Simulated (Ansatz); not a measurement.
Working through a rigid torsion scan of C3H4OS, SMILES O=CCC=S

Program: Ansatz 0.2.0, Python API.

Notebook, run cell by cell (the value of a cell's last expression is shown):

**Cell 1**
```python
import ansatz as az
from ase import Atoms
```

**Cell 2**
```python
atoms = Atoms(["O", "C", "C", "C", "S", "H", "H", "H", "H"], positions=[
    (0.7737, 0.6338, 1.7423),
    (1.1059, 0.1818, 0.6748),
    (0.159, -0.2926, -0.4261),
    (-1.177, 0.0651, -0.1708),
    (-2.1845, 0.798, -1.3539),
    (2.186, 0.0501, 0.4834),
    (0.3033, -1.3831, -0.4483),
    (0.5893, 0.1354, -1.3671),
    (-1.6673, -0.2348, 0.8486),
])

# start the scan from a relaxed geometry
first = (
    az.Crystal.molecule_from_ase(atoms).calculation()
    .basis(gaussian="def2-SVP")
    .functional("b3lyp", dispersion="d3bj")
    .relax(force_tolerance=0.02, max_steps=80)
)
atoms.positions = first.run(threads=1, pin="off").report["positions_ang"]
```

**Cell 3**
```python
start = atoms.get_dihedral(3, 2, 1, 0)
energies = {}
for turn in range(0, 360, 40):
    turned = atoms.copy()
    turned.set_dihedral(3, 2, 1, 0, start + turn, indices=[0, 1, 5])
    setup = (
        az.Crystal.molecule_from_ase(turned).calculation()
        .basis(gaussian="def2-SVP")
        .functional("b3lyp", dispersion="d3bj")
    )
    energies[round((start + turn) % 360)] = setup.run(threads=1, pin="off").report["free_energy_ev"]
floor = min(energies.values())
print("dihedral C3-C2-C1-O0 (deg)   E - E(min) (kJ/mol)")
for angle, e in sorted(energies.items()):
    print(f"{angle:8d} {96.485332 * (e - floor):14.3f}  " + "#" * int(30 * (e - floor) / max(max(energies.values()) - floor, 1e-9)))
```
Output:
```text
dihedral C3-C2-C1-O0 (deg)   E - E(min) (kJ/mol)
       9          0.000
      49          4.918  ########
      89          9.852  #################
     129          9.658  ################
     169         10.509  ##################
     209          7.381  ############
     249         10.000  #################
     289         17.121  ##############################
     329          7.973  #############
```

Reading the output:
- The scan is rigid and the energies are electronic, in a modest basis. With rigid groups the curve can differ much from the relaxed path, the start wasn't checked as a minimum of this torsion, and equivalent turns needn't return to the same energy.
- b3lyp holds the VWN-RPA fit, as in Gaussian; the form of ORCA and Turbomole is b3lyp5.
- Finished in 78 s on 1 thread of Arm Neoverse V2, with other jobs on the host, peak memory 0.27 GiB.
